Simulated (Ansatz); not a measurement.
Input file:

```yaml
crystal:
  periodic: [false, false, false]
  atoms:
    - {symbol: Ga, position_ang: [0.000000, 0.230226, 1.196497]}
    - {symbol: Al, position_ang: [0.000000, 0.578079, -2.081776]}
    - {symbol: P, position_ang: [0.000000, -1.079166, -0.778166]}
    - {symbol: H, position_ang: [0.000000, 1.762314, -3.126240]}
basis:
  gaussian: {orbitals: cc-pVDZ}
magnetization: {spin_polarized: false}
correlation: {method: ccsdt_q, electrons: outside_noble_gas}
```

```sh
$ ansatz run in.yaml --threads 1 --pin off --events-out ev --progress --plain --max-ram 2393MiB
```

Output:

```
1332 factors; integrals over basis functions are off by at most 1.4e-7 eV
mean field evaluation 1: about -68202.1564 eV, gradient 1.9e1 eV
mean field evaluation 2: about -68202.1614 eV, gradient 1.9e1 eV
mean field evaluation 4: about -68203.9210 eV, gradient 1.9e0 eV
mean field evaluation 8: about -68203.9562 eV, gradient 1.9e-3 eV
mean field evaluation 16: about -68203.9494 eV, gradient 2.0e-1 eV
mean field -68203.95617415 eV, -2506.4491590981 hartree, gradient 2.3e-6 eV, S^2 0.000000; 0 other end points of the search recorded, 0 dependent functions left out
24 core orbitals not correlated: weight in the atoms' cores, before any rotation towards them, 0.999 or more for the frozen orbitals, at most 0.001 for the correlated occupied ones
reference -68203.95617415 eV, -2506.4491590981 hartree; 6, 6 occupied and 38, 38 virtual orbitals, 1332 factors
second order -6.05495070 eV of doubles, -0.00000000 eV of singles
cycle   1  -6.50189183 eV  change   -4.5e-1 eV  update   1.2e-1
cycle   2  -6.95131465 eV  change   -4.5e-1 eV  update   6.7e-2
cycle   3  -7.29586816 eV  change   -3.4e-1 eV  update   3.9e-2
cycle   4  -7.25604495 eV  change    4.0e-2 eV  update   1.3e-2
cycle   5  -7.25398487 eV  change    2.1e-3 eV  update   8.1e-3
cycle   6  -7.25951006 eV  change   -5.5e-3 eV  update   3.2e-3
cycle   7  -7.26187094 eV  change   -2.4e-3 eV  update   2.1e-3
cycle   8  -7.26043588 eV  change    1.4e-3 eV  update   8.8e-4
cycle   9  -7.26074733 eV  change   -3.1e-4 eV  update   4.6e-4
cycle  10  -7.26095176 eV  change   -2.0e-4 eV  update   2.0e-4
cycle  11  -7.26071956 eV  change    2.3e-4 eV  update   9.0e-5
cycle  12  -7.26079400 eV  change   -7.4e-5 eV  update   4.4e-5
cycle  13  -7.26078052 eV  change    1.3e-5 eV  update   2.0e-5
cycle  14  -7.26078620 eV  change   -5.7e-6 eV  update   1.0e-5
cycle  15  -7.26079165 eV  change   -5.5e-6 eV  update   4.8e-6
cycle  16  -7.26079638 eV  change   -4.7e-6 eV  update   2.4e-6
cycle  17  -7.26079672 eV  change   -3.4e-7 eV  update   1.4e-6
perturbative correction -0.03679469 eV, -0.0013521800 hartree
Total energy: -68211.25376556 eV, -2506.7173406359 hartree
```

Ran on 1 thread of Arm Neoverse V1, shared host: 15 s wall, 0.28 GiB peak host memory.
